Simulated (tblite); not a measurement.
Species: C₃H₃NO.
SMILES with atom numbers: `[CH2:1]=[CH:2][N:3]=[C:4]=[O:5]` (hydrogens: H6, H7 on C1; H8 on C2)

The geometry is computed with GFN2-xTB (gas phase).

Problem. Give the optimised bond lengths and angles.

Solution. 
```
 bond  length (Å)   order
C1=C2       1.325  double
C2–N3       1.367  single
N3=C4       1.191  double
C4=O5       1.158  double
C1–H6       1.074  single
C1–H7       1.077  single
C2–H8       1.081  single
```

Orders are formal, as drawn. A selection of angles:
```
   angle  degrees
C2–C1–H6    120.7
C2–C1–H7    121.9
H6–C1–H7    117.4
C1–C2–N3    125.2
C1–C2–H8    122.8
N3–C2–H8    112.0
C2–N3–C4    147.2
N3–C4–O5    169.2
```

Dihedral angles: C1–C2–N3–C4 0° (synperiplanar).

The 5 heavy atoms lie in one plane (0.000 Å rms). The 2 C–N bonds span 1.191 Å (N3=C4, drawn double) to 1.367 Å (C2–N3, drawn single), a spread of 0.176 Å.

Point group: Cs (tolerance 0.08 Å). Its GFN2-xTB frequencies are all real (lowest 132 cm⁻¹). The numbers are those of one conformer.

Run on one thread of an x86-64 server, on a shared host. These figures are those of the optimisation.
